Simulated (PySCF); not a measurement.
**EPR parameters of C6H7**

Compound: C₆H₇ (doublet state).
Structure used (PBE0-D3(BJ)/def2-SVP), in Å, numbered top down from 1:
```
atom  x, y, z in Å
C1    -1.1290   -1.1405    0.9236
C2    -0.3949    0.1289    0.7402
C3    -1.0319    1.1984   -0.1477
C4    -0.0368    1.1869   -1.0607
C5     0.7137    0.1494   -0.3501
C6     1.8356   -0.5489   -0.5293
H7    -1.0957   -1.6922    1.8652
H8    -1.6352   -1.5984    0.0695
H9    -0.0286    0.5238    1.7039
H10   -1.9730    1.7460   -0.0567
H11    0.1498    1.7396   -1.9843
H12    2.1420   -1.3120    0.1905
H13    2.4753   -0.3801   -1.3997
```

The hyperfine couplings belong to this conformer and change with its torsions.

The species is `[CH2][C@@H]1C=CC1=C` [radical].

The calculation used UKS B3LYP, IGLO-III on C, pcH-1 on H, non-relativistic, mean-field spin-orbit, GIAO (PySCF 2.14.0). Isolated species at its PBE0-D3(BJ)/def2-SVP geometry (one conformer only). Stability of the SCF solution: not tested.

```json
{
 "g1, g2, g3": "2.00211, 2.00275, 2.00280",
 "g_iso": "2.00256",
 "Form of g": "close to axial: the two nearest values differ by 7 % of g3 − g1",
 "⟨S²⟩": "0.7545 (exact 0.7500)",
 "α and β electrons": "22, 21",
 "HOMO–LUMO gap, α and β orbitals": "4.64, 4.54 eV",
 "Total energy": "-232.79554 Eh"
}
```

Hyperfine couplings atom by atom, in MHz; T1 to T3 are the principal values of the dipolar part:

| atom | isotope | a_iso | T1 | T2 | T3 | Mulliken spin population |
| --- | --- | --- | --- | --- | --- | --- |
| C1 | 13C | 85.5 | -76.7 | -75.9 | 152.6 | 1.07 |
| C2 | 13C | -33.5 | -1.6 | -1.5 | 3.1 | -0.08 |
| C3 | 13C | 64.8 | -4.5 | -3.7 | 8.2 | 0.02 |
| C4 | 13C | -2.9 | -1.8 | 0.4 | 1.4 | 0.00 |
| C5 | 13C | 81.3 | -8.3 | -6.2 | 14.5 | 0.03 |
| C6 | 13C | 0.5 | -3.4 | -2.0 | 5.4 | 0.04 |
| H7 | 1H | -63.3 | -37.4 | 0.2 | 37.2 | -0.05 |
| H8 | 1H | -60.4 | -36.6 | -0.8 | 37.4 | -0.05 |
| H9 | 1H | 6.8 | -4.7 | -3.8 | 8.6 | 0.00 |
| H10 | 1H | 2.5 | -3.5 | -1.7 | 5.2 | 0.01 |
| H11 | 1H | -0.9 | -1.5 | -0.7 | 2.2 | 0.00 |
| H12 | 1H | -1.1 | -2.5 | -0.5 | 3.0 | 0.00 |
| H13 | 1H | 2.6 | -2.4 | -1.1 | 3.5 | 0.00 |

The Mulliken spin populations are largest on C1 (+1.07) and C2 (-0.08). No atom but C1 exceeds +0.15. The positive populations add up to 1.18 and the negative ones to -0.18, together 2S = 1. The angles at C1 add up to 359.7°, so it is planar; its axial dipolar tensor and the negative couplings of its protons fit spin in a p orbital normal to that plane.

Axes: g2 points within 12° of the C1–C2 bond.

Under fast tumbling the dipolar parts average out, and these isotropic splittings remain: 2 × 1H (H7/H8, I = 1/2, 3 lines) with 2.21 mT, 1 × 1H (H9, I = 1/2, 2 lines) with 0.24 mT, 1 × 1H (H13, I = 1/2, 2 lines) with 0.09 mT, 1 × 1H (H10, I = 1/2, 2 lines) with 0.09 mT, 1 × 1H (H12, I = 1/2, 2 lines) with 0.04 mT and 1 × 1H (H11, I = 1/2, 2 lines) with 0.03 mT.

Class means assume fast exchange of nuclei equivalent by connectivity; if that motion is slow, each nucleus keeps its own coupling.

The 13C coupling of C1 (85.5 MHz) shows only in satellite lines or after enrichment, since that isotope makes up about 1.07 % of natural carbon.
